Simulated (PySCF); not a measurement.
BH₅NP.
Numbering: `[NH2:1][BH:2][PH2:3]` (hydrogens: H4, H5 on N1; H6 on B2; H7, H8 on P3)

Computed with EOM-EE-CCSD/aug-cc-pVDZ in PySCF, restricted Hartree–Fock reference, 7 core orbitals frozen, non-relativistic, gas phase, PBE0-D3(BJ)/def2-SVP geometry.

Question: Give the EOM-CCSD singlets and triplets.

Answer: 
```csv
state,E (eV),cm⁻¹,"main singles (HF orbitals, share of the singles part)"
singlet 1,5.56,44840,"HOMO→LUMO+11 62 %, HOMO→LUMO+6 9 %, HOMO→LUMO+3 9 %"
singlet 2,6.12,49360,"HOMO→LUMO 47 %, HOMO→LUMO+2 29 %"
singlet 3,6.90,55650,"HOMO→LUMO+2 34 %, HOMO→LUMO+1 18 %, HOMO→LUMO 14 %"
singlet 4,7.01,56540,"HOMO→LUMO+3 24 %, HOMO→LUMO+16 17 %, HOMO→LUMO+6 14 %"
triplet 1,5.24,42260,"HOMO→LUMO+11 50 %, HOMO→LUMO+6 12 %, HOMO→LUMO+9 10 %"
triplet 2,5.65,45570,"HOMO→LUMO 29 %, HOMO→LUMO+2 15 %, HOMO→LUMO+13 14 %"
```

Question: What is the vertical gap between the lowest excited singlet and the lowest triplet?

Answer: 5.56 − 5.24 = 0.32 eV (31 kJ/mol). Both are led by HOMO→LUMO+11.

The first EOM-IP-CCSD ionisation energy is 9.26 eV, 2.25 eV above the highest singlet listed and 3.70 eV above the lowest.

T1 diagnostic 0.015. EOM-CCSD puts states of mainly double-excitation character too high. An iterative search for so few roots can pass over a low state.

Conformer computed: `[NH2:1][BH:2][PH2:3]`: H–N1–B2–P3 -179°, H–N1–B2–P3 1°, H–P3–B2–N1 -140°, H–P3–B2–N1 127°.

One conformer stands for the species.
